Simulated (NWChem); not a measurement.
Species: methane (CH$_{4}$); SMILES C

```xyz
5

C      0.0000     0.0000     0.0000
H     -0.8540    -0.2418    -0.6465
H      0.8689     0.2544    -0.6213
H     -0.2557     0.8552     0.6396
H      0.2407    -0.8678     0.6282
```
Atoms are numbered in this order, from 1.

Program: NWChem. Structure relaxed at the PBE0/def2-SVP level. B3LYP is NWChem's, with the RPA form of VWN correlation. Isotropic indirect couplings, all four terms, static geometry, non-relativistic.

For level B3LYP/IGLO-III:

| Item | Value |
|---|---|
| J(13C atom 1, 1H atom 4) (Hz) | 124.7 |
| J(1H atom 4, 1H atom 5) (Hz) | -11.1 |

Q: Estimate the same quantities for level B3LYP/pcJ-1.

A: 
- J(13C atom 1, 1H atom 4) (Hz): 134.7
- J(1H atom 4, 1H atom 5) (Hz): -13.3
